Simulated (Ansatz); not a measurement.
Mg2H2. Charge 0, multiplicity 1. Geometry PBE-D4/def2-TZVP, basis def2-TZVP, Ansatz.

```xyz
4

Mg    1.0336    1.0064   -0.0074
Mg   -1.0322   -1.0079    0.0044
H     2.2739    2.2186   -0.0115
H    -2.2753   -2.2171    0.0144
```

| run | HOMO (eV) | LUMO (eV) |
| --- | --- | --- |
| A | -5.31 | -1.95 |
| B | -5.79 | -1.51 |
| C | -4.83 | -2.20 |
| D | -4.69 | -2.03 |
| E | -7.69 | 0.06 |
| F | -5.00 | -2.02 |

HSE06 is defined as in plane-wave codes, on full-range PBE exchange. The structure comes from a short search, and lower isomers may exist.

**Question.** The runs used BLYP, HSE06, PBE, r2SCAN, r2SCAN0, ωB97X-V. Estimate which is which.

**Answer.** A HSE06 (range-separated); B r2SCAN0 (25 % exact exchange); C PBE (0 % exact exchange); D BLYP (0 % exact exchange); E ωB97X-V (range-separated); F r2SCAN (0 % exact exchange). Exact exchange lowers occupied and raises empty levels; among semilocal functionals meta-GGAs tend to open the gap a little, and such runs are hard to tell apart. The gap grows from 2.63 eV (PBE) to 7.75 eV (ωB97X-V).
